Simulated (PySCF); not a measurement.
**`O=[P+]=O` ([O2P]+): adiabatic energies of losing or gaining an electron at several levels**

All levels share the PBE0-D3(BJ)/def2-SVP structures and the PBE0-D3(BJ)/def2-SVP thermal terms; only the single-point energies (PySCF) change. Values are adiabatic energies of losing or gaining an electron (0 K, eV).

```csv
level,recombination energy to the radical,time
MP2/ma-def2-TZVP,10.39,9.9 s
CCSD(T)/ma-def2-TZVP,10.61,7.7 min
HF/ma-def2-TZVP,10.70,1.7 s
PBE0-D3(BJ)/ma-def2-TZVP,10.92,–
```

Times are wall times for all single points of a level on 1 thread of Arm Neoverse V2, a shared host; the dash marks the run that also made the structures.

Hartree-Fock leaves out electron correlation, so its ionisation energies and electron affinities from energy differences come out too low, often by 1 eV or more.

The spread: 0.52 eV, from 10.39 to 10.92.

Differences come from unrounded values, so a last digit can differ from that of the printed terms.

---

**Level of theory and adiabatic energies of losing or gaining an electron: phosphanide**

Structure: `[PH2-]` ([PH2]-).

All levels share the PBE0-D3(BJ)/ma-def2-SVP structures and the PBE0-D3(BJ)/ma-def2-SVP thermal terms; only the single-point energies (PySCF) change. Values are adiabatic energies of losing or gaining an electron (0 K, eV).

```csv
level,detachment energy to the radical,time
HF/aug-cc-pVTZ,0.07,0.91 s
PBE0-D3(BJ)/ma-def2-TZVP,1.16,–
CCSD(T)/aug-cc-pVTZ,1.20,82 s
MP2/aug-cc-pVTZ,1.21,6 s
```

Times are wall times for all single points of a level on 1 thread of Arm Neoverse V1, a shared host; the dash marks the run that also made the structures.

Hartree-Fock leaves out electron correlation, so its ionisation energies and electron affinities from energy differences come out too low, often by 1 eV or more.

The spread: 1.14 eV, from 0.07 to 1.21.

---

nitrosyl: adiabatic energies of losing or gaining an electron at several levels

Structure: `N#[O+]` ([NO]+).

All levels share the PBE0-D3(BJ)/def2-SVP structures and the PBE0-D3(BJ)/def2-SVP thermal terms; only the single-point energies (PySCF) change. Values are adiabatic energies of losing or gaining an electron (0 K, eV).

| level | recombination energy to the radical | time |
| --- | --- | --- |
| MP2/aug-cc-pVTZ | 8.91 | 5 s |
| HF/aug-cc-pVTZ | 9.08 | 0.93 s |
| CCSD(T)/aug-cc-pVTZ | 9.20 | 2.3 min |
| M06-2X/ma-def2-TZVP | 9.43 | – |

Times are wall times for all single points of a level on 1 thread of Arm Neoverse V1, a shared host; the dash marks the run that also made the structures.

Hartree-Fock leaves out electron correlation, so its ionisation energies and electron affinities from energy differences come out too low, often by 1 eV or more.

The spread: 0.53 eV, from 8.91 to 9.43.

Differences come from unrounded values, so a last digit can differ from that of the printed terms.
